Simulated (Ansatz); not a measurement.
`FC(S)NP`, 10 atoms. Charge 0, multiplicity 1. All runs use 4 threads of an Arm Neoverse V1 on a shared host. Correlated methods freeze the cores.

Q: How many basis functions does each run have, and how long does it take in Ansatz? RKS ωB97M-V/def2-SVP energy; RKS PBE0-D4/def2-TZVP frequencies; RKS PBE0-D4/def2-QZVPP energy; direct RPA on PBE orbitals/def2-TZVPP energy; RHF-MP2/def2-QZVPP energy; RKS PBE0-D4/def2-TZVP relaxation (10 steps); RKS PBE0-D4/def2-SVP energy; RKS PBE0-D4/def2-TZVPP energy; RKS r2SCAN0-D4/def2-TZVPP energy; RHF-CCSD(T)/def2-SVP energy; RKS SPW92 (LDA)/def2-TZVPP energy; RHF-CCSD(T)/def2-TZVPP energy. (Best estimate.)

A: Computed: Other jobs shared the machine, so times are rough.

```csv
level,job,functions,wall time,peak host memory (GiB)
RKS PBE0-D4/def2-SVP,energy,103,1.5 s,0.44
RKS SPW92 (LDA)/def2-TZVPP,energy,247,1.9 s,0.32
RKS PBE0-D4/def2-TZVPP,energy,247,4.6 s,0.63
RKS ωB97M-V/def2-SVP,energy,103,5.5 s,0.44
direct RPA on PBE orbitals/def2-TZVPP,energy,247,6.5 s,0.57
RKS r2SCAN0-D4/def2-TZVPP,energy,247,7.5 s,0.66
RHF-CCSD(T)/def2-SVP,energy,103,7.5 s,0.44
RKS PBE0-D4/def2-QZVPP,energy,461,15 s,1.7
RHF-MP2/def2-QZVPP,energy,461,37 s,2.7
RKS PBE0-D4/def2-TZVP,relaxation (10 steps),197,41 s,0.53
RKS PBE0-D4/def2-TZVP,frequencies,197,2.5 min,0.53
RHF-CCSD(T)/def2-TZVPP,energy,247,3 min,5
```
